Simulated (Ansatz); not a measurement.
# BN (boron nitride) at 6 levels

We compute a comparison of 6 runs (U-revPBE/3-21G, U-revPBE/6-31G, U-wB97X/6-31G, UB3LYP/3-21G, UBHLYP/3-21G, UCCSD(T)/3-21G) of BN (boron nitride). 

The calculation is run with Ansatz 0.2.0.

69 further runs of the same task are left out: 69 set aside as unsound or not needed.

## 1. The structure to begin with

The species is BN (2 atoms), meant as a triplet with charge 0. SMILES: `B#N`. The N2–B1 distance was set to 3.289 Å, away from the relaxed value.

## 2. A single-point energy at U-revPBE/3-21G (run 1)

The input, molecule.yaml:

```yaml
crystal:
  periodic: [false, false, false]
  atoms:
    - symbol: B
      position_ang: [-0.000000, -0.000000, -1.996750]
    - symbol: N
      position_ang: [0.000000, 0.000000, 1.291950]
basis:
  gaussian:
    orbitals: 3-21G.json
hamiltonian:
  xc: {name: revPBE}
magnetization:
  spin_polarized: true
  initial_magnetization: 2
accuracy: high
```

The basis set 3-21G is read from a file made from the Basis Set Exchange's data (not shown).

The run is started by

```
$ ansatz run molecule.yaml --threads 1 --pin off --max-ram 3480MiB --events-out events.jsonl --progress --plain --runs-dir runs
```

Standard output:

```text
Warning: RAYON_NUM_THREADS=1 ignored (pool sized by the plan → 1); use --threads N
Functional definition: revPBE
  name "revPBE"
  parameter kappa = 1.245
  parameter beta = 0.06672455060314922
  exchange = pbe_x(kappa = kappa, mu = beta*pi^2/3)
  correlation = pbe_c(beta = beta)
366 factors; integrals over basis functions are off by at most 3.1e-9 eV
mean field evaluation 1: about -2135.8122 eV, gradient 2.6e1 eV
mean field evaluation 2: about -1939.9938 eV, gradient 8.7e1 eV
mean field evaluation 4: about -2142.4667 eV, gradient 1.2e1 eV
mean field evaluation 8: about -2142.4667 eV, gradient 1.2e1 eV
mean field evaluation 16: about -2144.0328 eV, gradient 3.3e-4 eV
mean field evaluation 32: about -2144.0328 eV, gradient 2.5e-2 eV
mean field evaluation 64: about -2144.0230 eV, gradient 4.7e-1 eV
mean field -2144.03284405 eV, -78.7917537410 hartree, gradient 3.9e-8 eV, S^2 2.810476; 5 other end points of the search recorded, 0 dependent functions left out
reference -2144.03284638 eV, -78.7917538267 hartree; 7, 5 occupied and 11, 13 virtual orbitals, 366 factors
Total energy: -2144.03284638 eV, -78.7917538267 hartree
```

It took 1 s on 1 thread of Intel Xeon 6975P-C (Granite Rapids), shared host.

## 3. The energy at U-revPBE/6-31G (run 2)

The input, molecule.yaml:

```yaml
crystal:
  periodic: [false, false, false]
  atoms:
    - symbol: B
      position_ang: [-0.000000, -0.000000, -1.996750]
    - symbol: "N"
      position_ang: [0.000000, 0.000000, 1.291950]
basis:
  gaussian: {orbitals: 6-31G}
magnetization: {spin_polarized: true, initial_magnetization: 2}
hamiltonian: {xc: {name: revPBE}}
accuracy: high
```

The run is started by

```
$ ansatz run molecule.yaml --threads 1 --pin off --max-ram 3480MiB --events-out events.jsonl --progress --plain --runs-dir runs
```

Standard output, shortened:

```text
Warning: RAYON_NUM_THREADS=1 ignored (pool sized by the plan → 1); use --threads N
[... 6 set-up lines as earlier in the session ...]
404 factors; integrals over basis functions are off by at most 3.9e-9 eV
mean field evaluation 1: about -2146.8232 eV, gradient 2.7e1 eV
mean field evaluation 2: about -1945.1888 eV, gradient 8.6e1 eV
mean field evaluation 4: about -2153.8347 eV, gradient 1.2e1 eV
mean field evaluation 8: about -2153.6916 eV, gradient 1.3e1 eV
mean field evaluation 16: about -2155.4753 eV, gradient 2.5e-1 eV
mean field evaluation 32: about -1948.3072 eV, gradient 8.4e1 eV
mean field evaluation 64: about -2155.4082 eV, gradient 2.2e0 eV
mean field -2155.65559077 eV, -79.2188818050 hartree, gradient 2.6e-8 eV, S^2 2.776607; 7 other end points of the search recorded, 0 dependent functions left out
reference -2155.65559324 eV, -79.2188818958 hartree; 7, 5 occupied and 11, 13 virtual orbitals, 404 factors
Total energy: -2155.65559324 eV, -79.2188818958 hartree
```

Wall time 1.1 s (1 thread of Intel Xeon 6975P-C (Granite Rapids), shared host).

Runs 3 to 4 aren't shown in full; the table further down has their settings and results.

## 4. A single-point energy at UBHLYP/3-21G (run 5)

The input, run.yaml:

```yaml
crystal:
  periodic: [false, false, false]
  atoms:
    - {symbol: B, position_ang: [-0.000000, -0.000000, -1.996750]}
    - {symbol: N, position_ang: [0.000000, 0.000000, 1.291950]}
basis:
  gaussian:
    orbitals: 3-21G.json
magnetization:
  spin_polarized: true
  initial_magnetization: 2
hamiltonian:
  xc: {name: BHLYP}
accuracy: high
```

The basis set 3-21G is read from a file made from the Basis Set Exchange's data (not shown).

The run is started by

```
$ ansatz run run.yaml --threads 1 --pin off --max-ram 3480MiB --events-out events.jsonl --progress --plain --runs-dir runs
```

Standard output:

```text
Warning: RAYON_NUM_THREADS=1 ignored (pool sized by the plan → 1); use --threads N
Functional definition: BHLYP
  name "BHLYP"
  parameter a = 0.5
  exchange = (1 - a)*b88_x + a*exact_x
  correlation = lyp_c
366 factors; integrals over basis functions are off by at most 3.1e-9 eV
mean field evaluation 1: about -2136.8329 eV, gradient 2.0e1 eV
mean field evaluation 2: about -2030.0011 eV, gradient 8.0e1 eV
mean field evaluation 4: about -2142.1957 eV, gradient 1.0e1 eV
mean field evaluation 8: about -2144.2008 eV, gradient 1.9e0 eV
mean field evaluation 16: about -2144.2719 eV, gradient 5.8e-4 eV
mean field evaluation 32: about -2144.2719 eV, gradient 1.8e-7 eV
mean field evaluation 64: about -2144.2473 eV, gradient 3.3e-1 eV
mean field -2144.27187397 eV, -78.8005379287 hartree, gradient 1.6e-8 eV, S^2 2.947158; 2 other end points of the search recorded, 0 dependent functions left out
reference -2144.27189134 eV, -78.8005385669 hartree; 7, 5 occupied and 11, 13 virtual orbitals, 366 factors
Total energy: -2144.27189134 eV, -78.8005385669 hartree
```

It took 0.93 s on 1 thread of Intel Xeon 6975P-C (Granite Rapids), shared host.

## 5. The energy at UCCSD(T)/3-21G (run 6)

Edit run.yaml of step 4 so:

```diff
@@ -11,4 +11,7 @@
   initial_magnetization: 2
-hamiltonian:
-  xc: {name: BHLYP}
+correlation:
+  method: ccsd_t
+  frozen_orbitals: {B: 1, "N": 1}
 accuracy: high
+scf:
+  omitted_lower_state_checks: [cluster_reference, increment]
```

The basis set 3-21G is read from a file made from the Basis Set Exchange's data (not shown).

The run is started by

```
$ ansatz run run.yaml --threads 1 --pin off --max-ram 3480MiB --events-out events.jsonl --progress --plain --runs-dir runs
```

Standard output:

```text
Warning: RAYON_NUM_THREADS=1 ignored (pool sized by the plan → 1); use --threads N
[... 18 lines left out ...]
2 core orbitals not correlated: weight in the atoms' cores, before any rotation towards them, 1.000 or more for the frozen orbitals, at most 0.000 for the correlated occupied ones
[... 46 lines left out ...]
Total energy: -2137.97502470 eV, -78.5691329861 hartree
Checks for a lower state left out: cluster_reference, increment
```

It took 0.46 s on 1 thread of Intel Xeon 6975P-C (Granite Rapids), shared host.

## 6. The series

```tsv
run	level	frozen core orbitals	energy (Eh)	⟨S²⟩	wall time
1	U-revPBE/3-21G	–	-78.791754	2.810	1 s
2	U-revPBE/6-31G	–	-79.218882	2.777	1.1 s
3	U-wB97X/6-31G	–	-79.219249	2.936	4.8 s
4	UB3LYP/3-21G	–	-78.820325	2.888	1.1 s
5	UBHLYP/3-21G	–	-78.800539	2.947	0.93 s
6	UCCSD(T)/3-21G	2	-78.569133	3.002	0.46 s
```

## 7. Summary of results

```
                                          quantity         value
                               run 6: total energy  -78.56913 Eh
run 6: correlation energy (2 core orbitals frozen)     -73.4 mEh
                             run 6: (T) correction     -0.39 mEh
          run 6: ⟨S²⟩ of the reference determinant         3.002
                              run 6: T1 diagnostic         0.005
```

In words: Totals of different functionals can't be ranked against each other. Spin contamination of the reference: run 6 ⟨S²⟩ = 3.00, run 5 ⟨S²⟩ = 2.95, run 3 ⟨S²⟩ = 2.94, run 4 ⟨S²⟩ = 2.89, run 1 ⟨S²⟩ = 2.81, run 2 ⟨S²⟩ = 2.78. Where it is this large, the reference is a mixture of spin states, and values that rest on it are in doubt. All runs together took 9.4 s, the longest 4.8 s.
